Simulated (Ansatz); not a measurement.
Fluorite CdF2 was calculated with PBE (Ansatz, an electronic-structure program, plane waves, PAW).

Settings: plane-wave cutoff 520 eV, 12×12×12 k mesh, Fermi–Dirac smearing 0.01 eV, scalar-relativistic PAW data made under PBE.

Response to compression and expansion:

```json
[
 {"V (Å³/atom)": "12.899", "P (GPa)": "6.72", "direct gap at Γ (eV)": "3.625", "smallest gap on the k mesh (eV)": "3.139"},
 {"V (Å³/atom)": "13.174", "P (GPa)": "4.22", "direct gap at Γ (eV)": "3.575", "smallest gap on the k mesh (eV)": "3.063"},
 {"V (Å³/atom)": "13.448", "P (GPa)": "1.99", "direct gap at Γ (eV)": "3.525", "smallest gap on the k mesh (eV)": "2.989"},
 {"V (Å³/atom)": "13.723", "P (GPa)": "0.01", "direct gap at Γ (eV)": "3.475", "smallest gap on the k mesh (eV)": "2.916"},
 {"V (Å³/atom)": "13.997", "P (GPa)": "-1.76", "direct gap at Γ (eV)": "3.423", "smallest gap on the k mesh (eV)": "2.846"},
 {"V (Å³/atom)": "14.272", "P (GPa)": "-3.33", "direct gap at Γ (eV)": "3.372", "smallest gap on the k mesh (eV)": "2.777"},
 {"V (Å³/atom)": "14.546", "P (GPa)": "-4.73", "direct gap at Γ (eV)": "3.320", "smallest gap on the k mesh (eV)": "2.710"}
]
```

The fundamental gap (2.92 eV at the equilibrium volume, with added k points) lies elsewhere than Γ–Γ.

Measured, for comparison: band gap 7.8 eV (temperature not stated, not corrected to a static lattice, indirect W–Γ; as tabulated in Cappellini et al. (2013), arXiv:1302.2571).

Spin–orbit coupling is not included.
